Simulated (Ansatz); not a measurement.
# Pulling the pair apart

The pair of NH₃ (SMILES N, atoms 1–4) and HF (SMILES F, atoms 5–6), both closed shells, in one local arrangement (a lower one may exist), relaxed at PBE0-D4/def2-TZVP:

```csv
atom,x (Å),y (Å),z (Å)
N1,-0.0064,0.0470,-0.5262
H2,0.4385,0.9074,-0.8221
H3,0.4838,-0.7214,-0.9680
H4,-0.9550,0.0524,-0.8813
F5,0.0254,-0.1853,2.0768
H6,0.0137,-0.1001,1.1208
```

HF is shifted rigidly along the line between the mean atom positions of the two fragments (negative: closer). Counterpoise interaction energies in kJ/mol. Computed with Ansatz 0.2.0 (basis: def2-TZVPPD); correlated methods freeze the cores. B3LYP uses VWN-RPA correlation.

```csv
shift (Å),MP2,wB97M-V,B3LYP-D4
-0.17,-46.9,-50.2,-53.6
-0.08,-52.1,-55.2,-58.4
0.00,-54.2,-57.2,-60.0
0.08,-54.1,-57.1,-59.6
0.20,-51.9,-54.7,-56.8
0.41,-44.7,-47.0,-48.4
0.83,-30.0,-31.2,-31.9
1.65,-13.0,-13.2,-13.1
```

Q: What does CCSD(T) give at these shifts? (Judge from chemistry; the value comes from the calculation.)

A: Computed: -45.6, -51.0, -53.3, -53.4, -51.4, -44.3, -29.7, -12.8 kJ/mol. For zero shift, CCSD(T) at an estimated basis limit (MP2 extrapolated from triple and quadruple zeta, plus CCSD(T) − MP2 in triple zeta) gives -56.2 kJ/mol. These are counterpoise interaction energies, counted from the two frozen fragments.

The T1 diagnostic stays at or below 0.011.

For scale, one of the runs: CCSD(T)/def2-TZVPPD, 145 basis functions, launched by `ansatz run in.yaml --threads 2 --pin off --events-out ev --progress --plain --max-ram 5222MiB`. The run took 11 s on 2 CPU threads of an Intel Xeon Platinum 8488C (shared host), with 0.91 GiB of host memory at its peak.
